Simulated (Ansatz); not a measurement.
Calculated with Ansatz (gas phase, PBE0-D4/def2-TZVP geometries, no zero-point term in ΔE). CCSD(T)/CBS is extrapolated from def2-TZVPP and def2-QZVPP, frozen cores. Functionals use def2-TZVPP. One conformer a species, not always the lowest.

Reaction (hydrogenolysis of a C–Cl bond): `N=CCl` + H₂ → `C=N` + HCl

Problem. Is it downhill or uphill in electronic energy at CCSD(T)/CBS, and by how much? (Estimate.)

Solution. Ansatz gave: Downhill: ΔE = -14.1 kcal/mol.

Problem. What do these levels give: PBE, r2SCAN, r2SCAN0, RPA@PBE/def2-TZVPP, SCS-MP2/def2-QZVPP, HF/CBS(def2)? (An estimate is asked.)

Solution. The calculation gave: PBE -10.5, r2SCAN -10.7, r2SCAN0 -12.6, RPA@PBE/def2-TZVPP -15.0, SCS-MP2/def2-QZVPP -13.9, HF/CBS(def2) -19.2 kcal/mol.

Largest T1 diagnostic among the species: 0.012.

Leaving LDA and LC-ωPBE aside and taking each functional with its dispersion term where it has one, the values, not all of them listed here, spread over 6.0 kcal/mol, from BHLYP-D4 to revPBE-D4. LDA lies +1.5 kcal/mol from PBE without D4. In def2-TZVPP, CCSD(T) changes the Hartree–Fock value by +4.4 kcal/mol (the triples alone add +1.5 kcal/mol) and MP2 by +6.3 kcal/mol.
